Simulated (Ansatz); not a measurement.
# C₃H₃NO: basis-set convergence

How large a basis does C₃H₃NO need? Two functionals are run in growing sets.

Program: Ansatz 0.2.0, Gaussian basis. Level of theory: one geometry, several basis sets. These are calculated values, not measurements.

Levels to be run: PBE0-D4/def2-SVP; ωB97M-V/def2-SVP; PBE0-D4/def2-QZVPP; ωB97M-V/def2-QZVPP; the functionals' def2-TZVPP values are taken from earlier runs.

### Step 1. Structure used throughout

An earlier PBE0-D4 in a triple-zeta def2 set relaxation fixed the geometry.

SMILES `CN=C=C=O`, 8 atoms, charge 0, spin multiplicity 1.

Atoms are counted from 1 here; the program's logs count them from 0.

Bond lengths: C1–N2 1.442 Å, C1–H6 1.094 Å, C1–H7 1.094 Å, C1–H8 1.094 Å, N2–C3 1.252 Å, C3–C4 1.342 Å, C4–O5 1.161 Å. Angles: N2–C1–H6 107.9°, N2–C1–H7 107.9°, N2–C1–H8 114.0°, H6–C1–H7 106.3°, H6–C1–H8 110.2°, H7–C1–H8 110.2°, C1–N2–C3 117.9°, N2–C3–C4 138.0°, C3–C4–O5 157.4°.

### Step 2. PBE0-D4 in def2-SVP

in.yaml reads:

```yaml
crystal:
  periodic: [false, false, false]
  atoms:
    - {symbol: C, position_ang: [-0.498550, -0.968538, 0.822109]}
    - {symbol: N, position_ang: [0.537959, -0.074069, 0.368528]}
    - {symbol: C, position_ang: [0.292402, 0.656116, -0.619028]}
    - {symbol: C, position_ang: [0.920715, 1.590305, -1.349708]}
    - {symbol: O, position_ang: [1.060493, 2.380047, -2.188725]}
    - {symbol: H, position_ang: [-0.702522, -0.741021, 1.872437]}
    - {symbol: H, position_ang: [-0.097123, -1.985876, 0.801003]}
    - {symbol: H, position_ang: [-1.421175, -0.914165, 0.237586]}
basis:
  gaussian: {orbitals: def2-SVP}
hamiltonian: {xc: pbe0, dispersion: d4}
output: {orbitals: {seedname: orbitals}}
```

After this run come: ωB97M-V in def2-SVP; PBE0-D4 in def2-QZVPP; ωB97M-V in def2-QZVPP.

**Question.** What will the summary of the whole plan be? Wanted: PBE0-D4: double and triple zeta above quadruple; ωB97M-V: double and triple zeta above quadruple.

**Answer**, as computed:

| quantity | value |
| --- | --- |
| PBE0-D4: double and triple zeta above quadruple | 7.94, 0.35 eV |
| ωB97M-V: double and triple zeta above quadruple | 8.19, 0.33 eV |

In words: PBE0-D4 gains 7.58 eV from double to triple zeta, then 0.35 eV more. Total energies overstate the basis error of differences, where much of it tends to cancel.
